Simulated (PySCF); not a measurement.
# C2H3Cl3O (CCl3CH2OH (TCE)): the cost of one run

Computed with PySCF 2.14.0, with density-fitted response routines of our own, on a single molecule, in the gas phase or a continuum. Atoms are numbered from 0 throughout.

## (1) The starting structure

9 atoms, charge 0, multiplicity 1; geometry from: GFN2-xTB. The atoms were then displaced at random by about 0.01 Å, so the start is not that level's minimum.

Bonds of the start (Å): O0–C1 1.37, C1–C2 1.52, C2–Cl3 1.77, C2–Cl4 1.78, C2–Cl5 1.77, O0–H6 0.97, C1–H7 1.10, C1–H8 1.10.

## (2) Geometry optimisation at PBE0-D3(BJ)/def2-TZVP

Job settings and geometry (Å):

```
{"job": {"xc": "PBE0", "basis": "def2-TZVP", "d3": "d3bj", "grid": 2, "shake": 0.01, "kind": "geom"}, "charge": 0, "multiplicity": 1}
O     -1.597870    -0.177550     0.248990
C     -0.428550     0.542030     0.316030
C      0.760900    -0.307270    -0.114880
Cl     0.587760    -0.842310    -1.795580
Cl     2.262300     0.653160    -0.021810
Cl     0.937140    -1.729280     0.926170
H     -1.751810    -0.456020    -0.662410
H     -0.280490     0.844000     1.358960
H     -0.431580     1.456100    -0.289210
```

Started as:

```
> OMP_NUM_THREADS=1 python probes_run.py task.json out
```

The driver reads the jobs from task.json and runs them one after another.

**Question.** How long does this first job take on 1 thread of Arm Neoverse N1, shared host, and how much memory does it need?

About 4.1 min, with a peak of 0.93 GiB.
